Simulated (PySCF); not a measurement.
## `S=C(N)CO`, C₂H₅NOS

Cartesian coordinates in Å; atom numbers follow the order of the lines, from 1:
```xyz
10

N     1.3987    0.1205    0.2021
C     0.3804    0.2295   -0.6578
S     0.5829    0.4609   -2.2637
C    -0.9952    0.1269   -0.0375
O    -0.9915   -0.5331    1.2051
H     1.2042    0.0420    1.1896
H     2.3435    0.2321   -0.1241
H    -1.3566    1.1425    0.1607
H    -1.6815   -0.3382   -0.7538
H    -0.8760   -1.4784    1.0569
```

The calculation used quadratic response B3LYP/cc-pVTZ first hyperpolarisability, Taylor convention, gas phase (PySCF 2.14.0). Geometry: GFN2-xTB.

(1) Give the tensor of the second harmonic β(−2ω;ω,ω) at 800 nm in the axes of these coordinates.

Results:

(1) In au, Taylor convention; rows are the first index (the induced dipole):
```
      xx     yy     zz     xy     xz     yz
x  -92.5  +32.3   +5.3   -3.4   -7.0   +5.9
y   -6.3   +7.2   +9.5  +32.2   +2.7  -15.0
z  +18.8  -11.6  -88.4   +3.3  +28.0   +8.6
```
Norm of βᵢ = ⅓ Σⱼ (βᵢⱼⱼ + βⱼᵢⱼ + βⱼⱼᵢ): 108.9 au, hyper-Rayleigh value 54.4 au.
